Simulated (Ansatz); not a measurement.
Process, species as SMILES: O=C=S + 4 [H][H] (H2) → C (CH4) + O (H2O) + S (H2S)
B3LYP-D3(BJ)/def2-TZVP geometries, fixed; electronic energies without zero-point terms.
Largest species:
```
C
H 1 1.0892
H 1 1.0892 2 109.47
H 1 1.0892 2 109.47 3 120.00
H 1 1.0892 2 109.47 3 -120.00
```

Basis-set convergence of the energy of full hydrogenation at HF with Ansatz (a program for electronic structure). All functions are spherical. No added dispersion term, no relativity. Functions are those of the species that has most. Reference: the value in pcseg-4, -71.07 kcal/mol, itself unsure by roughly 0.11 kcal/mol (its mean distance from aug-pcseg-3, aug-cc-pV(Q+d)Z, cc-pV(5+d)Z). Deviations are taken from unrounded values.

```tsv
basis	functions	energy of full hydrogenation (kcal/mol)	minus reference (kcal/mol)
3-21G	31	-69.75	1.32
6-31G	31	-81.98	-10.91
pcseg-0	31	-79.83	-8.76
cc-pV(D+d)Z	51	-71.16	-0.09
def2-SVPD	70	-81.87	-10.80
pcseg-2	94	-71.85	-0.78
cc-pV(T+d)Z	99	-70.01	1.05
def2-TZVP	99	-68.00	3.07
def2-TZVPD	123	-69.42	1.64
6-311++G(3df,3pd)	125	-70.78	0.29
aug-pcseg-2	142	-71.63	-0.57
pcseg-3	192	-71.17	-0.10
aug-pcseg-3	281	-71.16	-0.09
```
